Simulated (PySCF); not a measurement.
Run record: EPR job, `[N]=C1CC[C@@H]1S` [radical].

Computed with UKS B3LYP, pcH-1 on C H N S, non-relativistic, mean-field spin-orbit, GIAO (PySCF 2.14.0). Geometry: GFN2-xTB. The command runs a driver script over a list of jobs; the input below is this job's line of settings and its coordinates in Å.

Command:
```bash
OMP_NUM_THREADS=1 python probes_run.py task.json out
```

Input:
```
{"job": {"kind": "epr", "basis": "pcH-1"}, "charge": 0, "multiplicity": 2}
N      0.538044     2.136903    -0.647583
C      0.072474     1.083721    -0.298610
C     -1.153764     0.548424     0.440237
C     -0.647744    -0.891485     0.312669
C      0.562516    -0.397142    -0.477106
S      2.162216    -0.741273     0.273529
H     -1.214395     0.939257     1.453742
H     -2.071592     0.774303    -0.098387
H     -0.379084    -1.350828     1.261559
H     -1.297608    -1.565865    -0.240571
H      0.586311    -0.663336    -1.533138
H      2.843826     0.126634    -0.472368
```

Output:
```
UKS, coarse grid
  cycle   1  E = -608.84229194  |g| = 3.23e-01
  cycle   2  E = -608.72800119  |g| = 6.01e-01
  cycle   3  E = -608.89778658  |g| = 9.97e-02
  cycle   4  E = -608.90170034  |g| = 5.89e-02
  cycle   5  E = -608.90354523  |g| = 1.06e-02
  cycle   6  E = -608.90366503  |g| = 6.50e-03
  cycle   7  E = -608.90370151  |g| = 2.05e-03
  cycle   8  E = -608.90370877  |g| = 1.33e-03
  cycle   9  E = -608.90371075  |g| = 5.66e-04
UKS, final grid
  cycle   1  E = -608.90372442  |g| = 6.29e-04
  cycle   2  E = -608.90372436  |g| = 8.93e-04
  cycle   3  E = -608.90372476  |g| = 1.42e-04
  cycle   4  E = -608.90372479  |g| = 1.70e-04
  cycle   5  E = -608.90372482  |g| = 5.36e-05
  cycle   6  E = -608.90372482  |g| = 6.93e-06
E = -608.90372482 Eh   <S^2> = 0.7592 (exact 0.7500)
g shifts (ppm)      1          2          3
  rmc          -217       -217       -217
  gc             44         18         24
  oz_so        -595        287       4211
  total        -769         87       4018
hyperfine (MHz)  atom isotope    a_iso     a_fc   dipolar eigenvalues
    0   14N      18.49      18.53    -40.52    -31.69     72.21
    1   13C     -76.00     -76.00    -14.06     -4.22     18.28
    2   13C     125.63     125.65    -12.92    -11.99     24.92
    3   13C      -7.97      -7.97     -0.85     -0.68      1.53
    4   13C     156.81     156.76    -16.83    -16.28     33.11
    5   33S      -0.03      -0.01     -4.72     -2.83      7.55
    6    1H     -10.29     -10.29     -6.40     -1.61      8.01
    7    1H      -9.54      -9.54     -6.40     -1.67      8.07
    8    1H       0.67       0.67     -2.22     -0.92      3.14
    9    1H       0.67       0.67     -2.23     -0.77      3.00
   10    1H      -4.68      -4.70     -7.91     -1.42      9.34
   11    1H       0.65       0.64     -3.47     -1.54      5.02
```

rmc, gc and oz_so are the mass-correction, gauge-correction and orbital-Zeeman/spin–orbit parts of the g shift along its three principal axes; a_iso is the isotropic hyperfine coupling and a_fc its Fermi-contact part. The program numbers atoms from 0.

Q: Get g_iso from the total shifts.

A: Their mean is 1112 ppm; added to g_e = 2.002319 it gives 2.00343.

Q: How far is ⟨S²⟩ from the pure-spin value?

A: S = 0.5 gives S(S+1) = 0.75; the run has 0.7592, 0.0092 more.

In short: ⟨S²⟩ 0.759; g_iso 2.0034.

One conformer (not necessarily the lowest) at the GFN2-xTB geometry, without solvent, vibrations or thermal averaging.

Q: How long does this job take on AMD EPYC 9R45, one thread, shared host with 96 logical CPUs at a one-minute load of 57? And the peak memory of the process?

A: About 25 s (density and orbital grids were written too), with 0.87 GiB resident at the peak, the Python interpreter and its libraries included.
Labels such as C1 count atoms from 1, the log's own numbers from 0.
